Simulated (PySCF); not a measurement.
C4H12NP.
Atom-mapped SMILES: `[CH3:1][N:2]([CH3:3])[P:4]([CH3:5])[CH3:6]` (hydrogens: H7, H8, H9 on C1; H10, H11, H12 on C3; H13, H14, H15 on C5; H16, H17, H18 on C6)

Geometry (PBE0-D3(BJ)/def2-SVP, Å), atoms numbered from 1 in this order:
```xyz
18
C4H12NP angstrom
C     -2.0399    0.5215    0.1157
N     -0.9105   -0.2698   -0.3214
C     -1.3136   -1.6225   -0.6379
P      0.4708   -0.1904    0.7814
C      0.9119    1.5880    0.5543
C      1.7607   -0.9028   -0.3310
H     -2.8184    0.5065   -0.6650
H     -1.7510    1.5723    0.2622
H     -2.5063    0.1597    1.0586
H     -0.4740   -2.1949   -1.0580
H     -2.1036   -1.5964   -1.4068
H     -1.7134   -2.1892    0.2319
H      1.9348    1.7368    0.9334
H      0.8678    1.8756   -0.5083
H      0.2488    2.2404    1.1403
H      1.6748   -0.4947   -1.3507
H      1.6932   -1.9996   -0.3664
H      2.7481   -0.6497    0.0850
```

Method: PBE0-D3(BJ)/def2-SVP geometry optimisation, gas phase (PySCF 2.14.0).

Masses are those of the commonest isotopes; rigid-rotor values at the optimised geometry. The values belong to one conformer with, in the numbering `[CH3:1][N:2]([CH3:3])[P:4]([CH3:5])[CH3:6]`, C1–N2–P4–C5 -66°.

(1) Give the principal moments of inertia and the rotational constants in MHz.

(2) Classify the top.

(3) What does the inertial defect say?

(4) Give the other two planar moments, Paa and Pbb, and the rms extents of the mass along the axes.

(5) List the rotational levels J(Ka,Kc) to J = 2 (cm⁻¹).

(6) Predict some low-J microwave lines.

(7) Estimate the classical rotational partition function at 10 K, 25 K and 50 K.

Answers

(1) Ia = 134.91, Ib = 208.52, Ic = 301.20 u·Å²; 505379 MHz·u·Å²/I gives A = 3746, B = 2424, C = 1678 MHz.

(2) An asymmetric top: κ = (2 × 2424 − 3746 − 1678)/(3746 − 1678) = -0.28.

(3) Not planar: Δ = Ic − Ia − Ib = -42.23 u·Å². For a rigid frame Δ = −2 Σ m c², so Σ m c² = 21.12 u·Å² lies off the ab plane: 7.42 from hydrogen and 13.69 from heavier atoms. The atom farthest from that plane is 1.44 Å away.

(4) Paa = Σ m a² = (Ib + Ic − Ia)/2 = 187.41 and Pbb = Σ m b² = (Ia + Ic − Ib)/2 = 113.79 u·Å². With the mass M = 105.07 u, the rms extents √(P/M) along a, b and c are 1.34, 1.04, 0.45 Å.

(5) Above 0(0,0):
J = 1: 1(0,1) 0.1368, 1(1,1) 0.1809, 1(1,0) 0.2058
J = 2: 2(0,2) 0.4025, 2(1,2) 0.4297, 2(1,1) 0.5043, 2(2,1) 0.6366, 2(2,0) 0.6446
Those of J = 1 are B + C, A + C and A + B.

(6) The dipole components are |μa| = 0.01 D, |μb| = 0.00 D, |μc| = 0.71 D; the mirror of this Cs structure is the ac plane, so μb vanishes by symmetry and there are no b-type lines. Intensities carry the squares of the components, which stand as 0.00 : 1.00 (a : c). Some lines, for components of 0.1 D or more:

| type | branch | J(Ka,Kc) | MHz | lower level (cm⁻¹) |
| --- | --- | --- | --- | --- |
| c | Q | 3(1,3) ← 3(0,3) | 391 | 0.785 |
| c | Q | 2(1,2) ← 2(0,2) | 814 | 0.403 |
| c | Q | 1(1,1) ← 1(0,1) | 1322 | 0.137 |
| c | Q | 3(2,2) ← 3(1,2) | 3030 | 0.946 |
| c | Q | 2(2,1) ← 2(1,1) | 3967 | 0.504 |
| c | R | 1(1,0) ← 0(0,0) | 6170 | 0.000 |
| c | Q | 3(3,1) ← 3(2,1) | 7544 | 1.083 |
| c | R | 2(1,1) ← 1(0,1) | 11017 | 0.137 |
| c | R | 2(2,0) ← 1(1,0) | 13154 | 0.206 |
| c | R | 2(2,1) ← 1(1,1) | 13662 | 0.181 |
| c | R | 3(1,2) ← 2(0,2) | 16293 | 0.403 |
| c | R | 3(2,1) ← 2(1,1) | 17335 | 0.504 |
| c | R | 3(2,2) ← 2(1,2) | 18509 | 0.430 |
| c | R | 3(3,0) ← 2(2,0) | 20725 | 0.645 |
| c | R | 3(3,1) ← 2(2,1) | 20912 | 0.637 |

(7) Point group Cs, symmetry number σ = 1; q = (√π/σ)·√((kT/h)³/(ABC)), k/h = 20836.6 MHz/K: 1370 at 10 K, 5400 at 25 K, 15300 at 50 K.

Not checked by PBE0-D3(BJ)/def2-SVP frequencies. These are rigid-rotor constants of the computed structure; measured ground-state constants (B0) also hold zero-point vibration. A rigid rotor knows nothing of internal rotation, which can split or shift real lines. Quadrupole hyperfine structure (14N) is left out.
